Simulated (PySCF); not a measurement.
Species: P2F4.
Bonds: F1–P2, P2–F3, P2–P4, P4–F5, P4–F6.

Torsions of this conformer, `[F:1][P:2]([F:3])[P:4]([F:5])[F:6]`: F1–P2–P4–F5 180°.

The closed-shell ground state was solved at several levels (PySCF, density fitting, gas phase, non-relativistic). The structure is a single PBE0-D3(BJ)/def2-SVP conformer in the gas phase; no vibrational or solvent corrections. The dipole stays under 0.02 D at every level.

| level | basis functions | total energy (Eh) | HOMO (eV) | LUMO (eV) | gap (eV) |
| --- | --- | --- | --- | --- | --- |
| LDA/pcSseg-2 | 230 | -1077.4165 | -6.41 | -3.03 | 3.38 |
| HF/pcSseg-2 | 230 | -1079.5336 | -10.35 | 1.41 | 11.76 |
| BLYP/pcSseg-2 | 230 | -1082.4043 | -6.14 | -2.59 | 3.55 |
| PBE/pcSseg-2 | 230 | -1081.7336 | -6.25 | -2.74 | 3.51 |
| OPBE/pcSseg-2 | 230 | -1082.1105 | -6.22 | -2.59 | 3.63 |

Problem. What might BP86/pcSseg-2 (230 basis functions) give for the same quantities?

Solution. Total energy -1082.4803 Eh, HOMO -6.35 eV, LUMO -2.80 eV, gap 3.55 eV.

Problem. Over all these levels, which gives the widest orbital gap and which the narrowest?

Solution. HF/pcSseg-2 (Hartree–Fock, all exact exchange) has the widest, 11.76 eV, and LDA/pcSseg-2 (LDA) the narrowest, 3.38 eV. From the narrowest to the widest the HOMO moves by -3.94 eV and the LUMO by +4.44 eV.
